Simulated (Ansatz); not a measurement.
A run of Ansatz (development build ahead of 0.2.0) on singlet CH2F2 at this shape:

```xyz
5

C     0.4517    0.0000    0.0000
H     1.0227    0.5944    0.5944
H     1.0227   -0.5944   -0.5944
F    -0.2642    0.7129   -0.7129
F    -0.2642   -0.7129    0.7129
```

Its results:

* Converged: yes
* Total energy: -237.76974 hartree
* Spin squared of the determinant: 0.000

Task: Which input gives this output? Name the method, the orbitals and the basis set, and write the input.

Result: RHF in 6-31G. An unrestricted run that stays on the closed shell gives the same numbers.

```yaml
crystal:
  periodic: [false, false, false]
  atoms:
    - { symbol: C, position_ang: [0.45174, 0.0, 0.0] }
    - { symbol: H, position_ang: [1.02265, 0.59437, 0.59437] }
    - { symbol: H, position_ang: [1.02265, -0.59437, -0.59437] }
    - { symbol: F, position_ang: [-0.26421, 0.71292, -0.71292] }
    - { symbol: F, position_ang: [-0.26421, -0.71292, 0.71292] }
basis:
  gaussian: { orbitals: "6-31G" }
hamiltonian:
  xc: hf
```

Caution: no unrestricted run beside it, a lower state can exist.
